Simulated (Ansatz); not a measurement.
## Relaxing Y3Ir

Theory: DFT PBE, scalar-relativistic, plane waves, PAW (Ansatz 0.2.0). Cutoff 420 eV, Γ-centred k mesh, Gaussian smearing, no spin polarisation in the final step.

Y3Ir was placed on the TiAl3 (D0_22) structure type (I4/mmm, No. 139), with Ir in place of Ti, Y in place of Al, at a guessed volume.

```
CELL_PARAMETERS angstrom
-2.30338 2.30338 5.14520
2.30338 -2.30338 5.14520
2.30338 2.30338 -5.14520
ATOMIC_POSITIONS crystal
Y 0.50000 0.50000 0.00000
Y 0.25000 0.75000 0.50000
Y 0.75000 0.25000 0.50000
Ir 0.00000 0.00000 0.00000
```

Cell and atoms relax at zero pressure; the relaxation can't lower the symmetry of the start. After a coarse first stage the cell is made exact in the group found at 0.06 Å.

Formation energies are uncorrected and refer to the elements' standard structures at the same level.

Q: What does it relax into?

A: It keeps I4/mmm (No. 139). The result has the TiAl3 (D0_22) structure. Conventional cell: a = 4.338 Å, c = 10.402 Å. Y on Wyckoff site b (1 atom of the primitive cell) has 4 Ir at 3.07 Å and 8 Y at 3.39 Å; Y on Wyckoff site d (2 atoms of the primitive cell) is coordinated by 4 Y at 3.07 Å, 4 Ir at 3.39 Å and 4 Y at 3.39 Å; Ir is coordinated by 4 Y at 3.07 Å and 8 Y at 3.39 Å.

```
Y Ir
1.0
    -2.16880    2.16880    5.20091
     2.16880   -2.16880    5.20091
     2.16880    2.16880   -5.20091
Y Ir
3 1
Direct
  0.50000 0.50000 0.00000
  0.25000 0.75000 0.50000
  0.75000 0.25000 0.50000
  0.00000 0.00000 0.00000
```

Q: What are its volume, energy, density and gap?

A: The volume per atom is 24.46 Å³. The density is 7.79 g/cm³. The energy over the elements is -0.11 eV/atom and the gap on the 16×16×16 mesh is 0 eV (a metal).

The final run used a 16×16×16 mesh on its 4-atom cell and 0.10 eV smearing. For metals, differences of a few meV/atom aren't resolved. Spin–orbit coupling is left out. A structure relaxed within its symmetry needn't be a true minimum.

Cost: 3 runs of about 3.9 core-minutes in all, on Arm Neoverse V2 (shared hosts).